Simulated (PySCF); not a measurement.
**Working out the electron affinity of C**

C⁻ [He] 2s2 2p3 (4S) → C [He] 2s2 2p2 (3P). Computed with PySCF 2.14 in dyall-acv3z (15s9p4d2f, 76 functions), with scalar relativity by spin-free X2C-1e. Frozen: nothing; the 5 highest virtual orbitals dropped. Energies in hartree (1 hartree = 27.21139 eV):

```json
{"part": "UHF", "C⁻ (lower)": "-37.725136", "C (upper)": "-37.708640"}
{"part": "CCSD correlation", "C⁻ (lower)": "-0.164528", "C (upper)": "-0.138782"}
{"part": "(T)", "C⁻ (lower)": "-0.005211", "C (upper)": "-0.002523"}
```

Q: What does Hartree-Fock give?

A: (-37.708640) − (-37.725136) = 0.016496 hartree = 0.449 eV.

Q: What do CCSD and CCSD(T) give?

A: The CCSD correlation energies differ by 0.025746 hartree = 0.701 eV and the triples by 0.002688 hartree = 0.073 eV, so CCSD gives 1.150 eV and CCSD(T) 1.223 eV.

A first-order spin-orbit estimate adds -0.004 eV to CCSD(T) (valence and next inner shell), giving 1.219 eV against 1.262 eV (measured; photodetachment measurements, as compiled on the Wikipedia data page of electron affinities).

What remains against the reference includes basis incompleteness and higher excitations.
